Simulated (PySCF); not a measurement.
Geometry:
| atom | x (Å) | y (Å) | z (Å) |
| --- | --- | --- | --- |
| C1 | -1.425 | 0.172 | -0.027 |
| N2 | 0.007 | 0.008 | 0.009 |
| C3 | 0.952 | 0.725 | -0.662 |
| N4 | 2.147 | 0.265 | -0.404 |
| N5 | 2.006 | -0.781 | 0.452 |
| C6 | 0.730 | -0.926 | 0.689 |
| H7 | -1.686 | 1.238 | 0.032 |
| H8 | -1.855 | -0.250 | -0.948 |
| H9 | -1.871 | -0.339 | 0.836 |
| H10 | 0.716 | 1.564 | -1.316 |
| H11 | 0.279 | -1.675 | 1.339 |

Theory: shieldings: GIAO B97-2/pcSseg-2, geometry: PBE0-D3(BJ)/def2-SVP, J: B3LYP/pcJ-1 (spin–dipole term only in couplings to heteroatoms), in PySCF 2.14 (one computed conformer, gas phase, averaged over atoms made equivalent by symmetry, fast rotation or ring inversion, non-relativistic Hamiltonian).

**Question.** List the cross peaks expected in HSQC, COSY and HMBC spectra.

**Answer.** 

HSQC (one-bond C–H):
| δH | δC | ¹J(C,H) (Hz) |
| --- | --- | --- |
| 7.85 (H10/H11) | 147.1 (C3/C6) | 218 |
| 3.57 (H7/H8/H9) | 31.6 (C1) | 145 |

HMBC (two and three bonds, |J| ≥ 2.5 Hz):
| δH | δC [abs. J in Hz] |
| --- | --- |
| 7.85 (H10/H11) | 147.1 (C3/C6) [4.0] |
| 3.57 (H7/H8/H9) | 147.1 (C3/C6) [2.9] |

No COSY cross peaks are expected.

Referencing at the same level of theory: ¹H and ¹³C against TMS.

Short H···H contacts in this conformer between protons four or more bonds apart (candidates for NOE cross peaks, intensity ∝ r⁻⁶): H9···H11 2.58 Å.

Shifts are as computed. Against solution values, carbons near 30 ppm lie about +4 ppm off and those near 130 ppm about +7 ppm. Of 1211 compounds with measured shifts, 218 miss one by over three times the rms of a fit or turn the order of signals round; such compounds aren't used in these exercises.
